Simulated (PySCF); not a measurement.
**Computed NMR parameters against published values**

Numbering as in the mapped SMILES `[cH:1]1[cH:2][cH:3][nH:4][cH:5]1` (H(Xn): hydrogen on atom n).

[PySCF 2.14: geometry: GFN2-xTB; GIAO PBE0/pcSseg-1 shieldings; J couplings at B3LYP/pcJ-1 (spin–dipole term only in couplings to heteroatoms); fast rotation and ring inversion assumed for equivalent nuclei; no relativistic terms; in vacuum; a single conformation]

Reference values: measured (CHCl3; Olsson, Cremer, J. Phys. Chem. 1996, 100, 16881).
| atoms | quantity | reference | computed |
| --- | --- | --- | --- |
| N4 | δ 15N vs NH3 (gas) | 168.2 | 169.8 |

Reference values: measured (solution, acetone-d6, 298 K; Fulmer et al., Organometallics 2010, 29, 2176).
| atoms | quantity | reference | computed | computed, scaled |
| --- | --- | --- | --- | --- |
| C3/C5 | δ 13C | 118.0 | 119.5 | 114.3 |
| C1/C2 | δ 13C | 108.0 | 113.6 | 108.5 |
| H(C3)/H(C5) | δ 1H | 6.77 | 6.71 | 6.42 |
| H(C1)/H(C2) | δ 1H | 6.07 | 6.47 | 6.19 |

Computed shifts are σ(ref) − σ with the named reference compound (TMS for H and C) calculated as an isolated molecule at the same level. The measured values may be among those fitted. Empirical linear scaling, fitted to shifts measured mostly in CDCl3 for H and C (δ vs TMS): 15N: δ = -148.07 − 0.921σ (rms 6.3 ppm, 71 shifts vs CH3NO2, solution or neat liquid); 1H: δ = 30.01 − 0.943σ (rms 0.17 ppm, 504 shifts, 0.18 ppm with the 4 outliers that the fit left out); 13C: δ = 179.97 − 0.974σ (rms 2.1 ppm, 958 shifts, 2.3 ppm with the 13 outliers that the fit left out). A few per cent of atoms miss by over 2 rms, more outside the fitted compound classes. H not on carbon is unscaled (vs computed TMS).

Coupling constants in Hz (some tables give magnitudes without signs):
```tsv
coupling	reference	computed	source
1J(C3,H(C3))	182.0	187.4	measured; liquid or solution; F. J. Weigert, PhD thesis, Caltech 1968 (Carbon-13 magnetic resonance spectroscopy)
1J(C2,H(C2))	170.0	176.4	measured; liquid or solution; F. J. Weigert, PhD thesis, Caltech 1968 (Carbon-13 magnetic resonance spectroscopy)
2J(C2,H(C1))	4.6	4.1	measured; liquid or solution; F. J. Weigert, PhD thesis, Caltech 1968 (Carbon-13 magnetic resonance spectroscopy)
```

(1) How far are the unscaled 13C shifts from the references?

(2) How far are the unscaled 1H shifts from the references?

Answers

(1) Mean signed difference +3.55 ppm, mean absolute 3.55 ppm over 2 comparisons; the largest is +5.6 ppm at C1/C2 (aromatic CH).

(2) Mean signed difference +0.17 ppm, mean absolute 0.23 ppm over 2 comparisons; the largest is +0.40 ppm at H(C1)/H(C2) (hydrogen on an aromatic CH).

8 of the 74 published NMR values on file for this molecule are compared. The rest: values from further sources, exchangeable protons in solution, protons in aromatic solvents, values whose atom or origin is in doubt.

Unscaled 3J(H,H) at this level run about 10 % above measured values.
